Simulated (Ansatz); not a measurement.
**AlO (quartet): from Hartree-Fock to the top rungs at distance Al1–O2 = 6.213 Å, 6-31G**

Aim: climb from Hartree-Fock through coupled cluster and multireference methods for AlO (quartet) at one geometry and basis, and see what each rung misses.

Program: Ansatz 0.2.0, Gaussian basis. Level of theory: 6-31G, core rule «outside noble gas», up to 6 orbitals frozen. These are calculated values, not measurements.

The runs, in order: UHF; CCSD(T) on ROHF; CCSD(T) on UHF; BCCD(T) on ROHF; CISD; CCSDT(Q) on ROHF; CCSDT(Q) on UHF; CISDTQ; CCSDTQ on ROHF; CCSDTQ on UHF; CASSCF and MRCISD+Q, 5 electrons in 5 orbitals; CASSCF and NEVPT2, 5 electrons in 5 orbitals; CASSCF and MRCISD+Q, 9 electrons in 8 orbitals; CASSCF and NEVPT2, 9 electrons in 8 orbitals; Full CI.

32 further runs of the same task are left out: 10 for a known fault of the program, 16 that didn't finish, 6 set aside as unsound or not needed.

**1. The geometry**

The geometry derives from a PBE0/def2-TZVP stationary point (not a proven minimum). One bond is set to the value named and the two fragments are kept rigid.

2 atoms, charge 0, spin multiplicity 4.

Atoms are counted from 1 here; the program's logs count them from 0.

No contacts short enough for the rule that draws bonds.

**2. UHF**

The input, in.yaml:

```yaml
crystal:
  periodic: [false, false, false]
  atoms:
    - {symbol: Al, position_ang: [0.000000, 0.000000, 0.000000]}
    - {symbol: O, position_ang: [0.000000, 0.000000, 6.213000]}
basis:
  gaussian: {orbitals: 6-31G}
magnetization: {spin_polarized: true, initial_magnetization: 3}
hamiltonian: {xc: hf}
output: {orbitals: {seedname: orbitals}}
```

Command:

```bash
$ ansatz run in.yaml --threads 1 --pin off --events-out ev --progress --plain --max-ram 2393MiB
```

The runs that follow: CCSD(T) on ROHF; CCSD(T) on UHF; BCCD(T) on ROHF; CISD; CCSDT(Q) on ROHF; CCSDT(Q) on UHF; CISDTQ; CCSDTQ on ROHF; CCSDTQ on UHF; CASSCF and MRCISD+Q, 5 electrons in 5 orbitals; CASSCF and NEVPT2, 5 electrons in 5 orbitals; CASSCF and MRCISD+Q, 9 electrons in 8 orbitals; CASSCF and NEVPT2, 9 electrons in 8 orbitals; Full CI.

Q: Predict the results of all the runs planned. Wanted: FCI below the RHF energy; RMP2 from FCI; UMP2 from FCI; RCCSD from FCI; RCCSD(T) from FCI; UCCSD(T) from FCI; RCCSDT(Q) from FCI; UCCSDT(Q) from FCI; NEVPT2 pair from FCI.

**Answer**, as computed:

```
                         quantity                                                                                                                     value
         FCI below the RHF energy                                                                                                                -2.4428 eV
                    RMP2 from FCI                                                                                                           +13.61 kcal/mol
                    UMP2 from FCI                                                                                                           +13.17 kcal/mol
                   RCCSD from FCI                                                                                                            +0.40 kcal/mol
                RCCSD(T) from FCI                                                                                                            +0.12 kcal/mol
                UCCSD(T) from FCI                                                                                                            +0.10 kcal/mol
               RCCSDT(Q) from FCI                                                                                                            +0.03 kcal/mol
               UCCSDT(Q) from FCI                                                                                                             0.00 kcal/mol
             NEVPT2 pair from FCI                                                                                                           +12.03 kcal/mol
           MRCISD+Q pair from FCI                                                                                                            +0.07 kcal/mol
levels within 1 kcal/mol (43 meV)  RCCSD, UCCSD, RCCSD(T), UCCSD(T), BCCD(T), RCCSDT, UCCSDT, CISDTQ, RCCSDT(Q), UCCSDT(Q), RCCSDTQ, UCCSDTQ, MRCISD+Q pair
                    T1 diagnostic                                                                                                                     0.010
   effectively unpaired electrons                                                                                                                      3.31
```

RCCSD(T) lands +0.12 kcal/mol from the yardstick (0.2 % of the correlation energy). The occupations show some static correlation. Of the multireference levels listed MRCISD+Q pair comes nearest in total energy (+0.07 kcal/mol), which doesn't show that its space is the better one. These misses are within one basis, not against nature; the frozen cores of restricted and unrestricted runs differ, which can shift their rows.
